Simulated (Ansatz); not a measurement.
A nudged elastic band was laid between two geometries of BH5NSi (8 atoms, charge 0, multiplicity 2).

Theory: UKS B3LYP/def2-SVP in Ansatz.

* movable images: 5
* climbing image: yes
* spring: 5.0 eV/Å²
* optimiser: quadratic models (default)
* start path: IDPP
* force threshold: 0.05 eV/Å
* iteration limit: 60
* end points: relaxed

First end point:

```xyz
8
Properties=species:S:1:pos:R:3
B -0.472 1.057 -0.726
N -0.274 0.255 0.415
Si 0.259 -1.428 0.478
H -0.203 0.607 -1.815
H -0.900 2.180 -0.601
H -0.537 0.667 1.310
H 1.029 -1.722 -0.767
H 1.097 -1.617 1.705
```

Last end point:

```xyz
8
Properties=species:S:1:pos:R:3
B -0.467 1.059 -0.726
N -0.272 0.257 0.416
Si 0.251 -1.430 0.477
H -0.884 2.186 -0.599
H -0.209 0.606 -1.816
H -0.529 0.672 1.311
H 1.019 -1.728 -0.767
H 1.091 -1.623 1.703
```

(1) Which bonds break or form, and what moves?

(2) Give the energies along the band, and the barrier.

(3) What is the geometry of the highest image?

(4) What are the harmonic wavenumbers there?

## Answers

(1) No bond is made or broken. The dihedral H5–B1–N2–Si3 goes from 177 to -3°. The two ends are copies of one structure, up to a mirror image or an exchange of like atoms.

(2) The run converged. The highest image is number 3 of 0 to 6, 1.11 eV above the ends, which have the same energy within 2 meV. A vibrational analysis at the climbing image gives one clearly imaginary mode, 841i cm⁻¹: a first-order saddle point.

```json
{"image": "0", "path coordinate (Å)": "0.00", "energy (eV)": "0.00", "dihedral H5–B1–N2–Si3 (°)": "177"}
{"image": "1", "path coordinate (Å)": "0.76", "energy (eV)": "0.13", "dihedral H5–B1–N2–Si3 (°)": "148"}
{"image": "2", "path coordinate (Å)": "1.53", "energy (eV)": "0.62", "dihedral H5–B1–N2–Si3 (°)": "107"}
{"image": "3", "path coordinate (Å)": "2.29", "energy (eV)": "1.11", "dihedral H5–B1–N2–Si3 (°)": "74"}
{"image": "4", "path coordinate (Å)": "3.02", "energy (eV)": "0.54", "dihedral H5–B1–N2–Si3 (°)": "55"}
{"image": "5", "path coordinate (Å)": "3.75", "energy (eV)": "0.08", "dihedral H5–B1–N2–Si3 (°)": "19"}
{"image": "6", "path coordinate (Å)": "4.49", "energy (eV)": "0.00", "dihedral H5–B1–N2–Si3 (°)": "-3"}
```

(3) 
```xyz
8
Properties=species:S:1:pos:R:3
B -0.070 1.152 -0.765
N 0.098 0.322 0.419
Si -0.358 -1.358 0.639
H 0.890 1.425 -1.454
H -1.157 1.583 -1.089
H 0.173 0.851 1.290
H -0.153 -2.019 -0.692
H 0.578 -1.955 1.652
```

(4) 841i, 118, 186, 310, 682, 728, 742, 902, 957, 988, 1124, 1211, 1290, 2128, 2173, 2516, 2594, 3540 cm⁻¹.

Run time: 2.2 min on 1 thread of Arm Neoverse V1 (shared host), peak memory 0.16 GiB.
